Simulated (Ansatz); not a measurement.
Geometry optimisation, RKS B3LYP-D4/def2-SVP in Ansatz 0.2.0.

input.yaml

```yaml
crystal:
  periodic: [false, false, false]
  atoms:
    - { symbol: B, position_ang: [-0.008154, 0.270716, 0.072552] }
    - { symbol: Cl, position_ang: [-0.016508, 0.641117, 1.862131] }
    - { symbol: H, position_ang: [1.063773, 0.245032, -0.458737] }
    - { symbol: H, position_ang: [-1.076287, 0.198274, -0.462353] }
    - { symbol: F, position_ang: [0.08048, -2.187805, 0.593926] }
    - { symbol: H, position_ang: [0.076996, -1.896534, 1.473181] }
basis:
  gaussian: { orbitals: def2-SVP }
hamiltonian:
  xc: b3lyp
  dispersion: d4
relax:
  f_tol: 0.03
  max_steps: 50
```

Command:

```bash
$ ansatz run input.yaml --threads 1 --pin off --max-ram 2048MiB --backend cpu --events-out ev --progress --plain --runs-dir out
```

Question: Where does it end, and by what steps?

Answer: It converged. After 6 steps the energy has fallen by 0.051 eV; F5 moved furthest, 0.25 Å.

| step | energy less start (eV) | largest force component (eV/Å) | accepted |
| --- | --- | --- | --- |
| 0 | 0.0000 | 0.979 | yes |
| 1 | -0.0316 | 0.440 | yes |
| 2 | -0.0288 | 0.376 | no |
| 3 | -0.0425 | 0.185 | yes |
| 4 | -0.0480 | 0.434 | yes |
| 5 | -0.0502 | 0.152 | yes |
| 6 | -0.0511 | 0.011 | yes |

```xyz
6
Properties=species:S:1:pos:R:3
B 0.000 0.133 0.124
Cl -0.011 0.580 1.864
H 1.057 0.183 -0.437
H -1.060 0.113 -0.432
F 0.069 -1.947 0.519
H 0.065 -1.792 1.443
```

Time of the run: 5.1 s on 1 thread of AMD EPYC 9B45 (Zen 5) (shared host), peak memory 0.15 GiB.
